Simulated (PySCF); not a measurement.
Species: 2-methyloxazole, C4H5NO.
Numbering: `[CH3:1][c:2]1[n:3][cH:4][cH:5][o:6]1`

Lines to be assigned: C 1s: 291.23 (area 1), 291.42 (area 1), 291.84 (area 1), 292.81 (area 1) eV; N 1s: 404.74 eV; O 1s: 540.25 eV.

Computed, not measured: PySCF, delta-SCF UKS SCAN, pcX-2 on the ionised atom, pcseg-1 elsewhere, spin-free X2C. Isolated species at its PBE0-D3(BJ)/def2-SVP geometry, gas phase.

Problem. Which carbon gives which C 1s line?

Solution. 291.23 eV: C4 (aromatic CH next to a ring nitrogen); 291.42 eV: C1 (benzylic-type carbon); 291.84 eV: C5 (aromatic CH next to a ring oxygen); 292.81 eV: C2 (substituted aromatic carbon). The listed C 1s values span 1.58 eV, from C4 (bonded to N (aromatic in the SMILES), C (aromatic in the SMILES) and H) to C2 (bonded to O (aromatic in the SMILES), N (aromatic in the SMILES) and C). The widest gap between neighbouring values is 0.97 eV, between 291.84 and 292.81 eV. Summing the Pauling electronegativity differences to the bonded atoms, each weighted by its formal bond order, gives +0.39 for the lowest site and +2.07 for the highest; no listed site has a larger sum than the highest. The smallest sum, -1.05, belongs to C1, 0.19 eV above the lowest.

Bonded neighbours of each site: C1: C and 3 H; C2: O (aromatic in the SMILES), N (aromatic in the SMILES) and C; N3: 2 C (aromatic in the SMILES); C4: N (aromatic in the SMILES), C (aromatic in the SMILES) and H; C5: O (aromatic in the SMILES), C (aromatic in the SMILES) and H; O6: 2 C (aromatic in the SMILES).

Problem. What is the C 1s shift of C5 against C1?

Solution. 291.84 − 291.42 = +0.42 eV, or +41 kJ/mol.

The run took 54 s wall on one thread, Arm Neoverse V1 (aarch64) (shared host), and the process peaked at 0.61 GiB of memory.
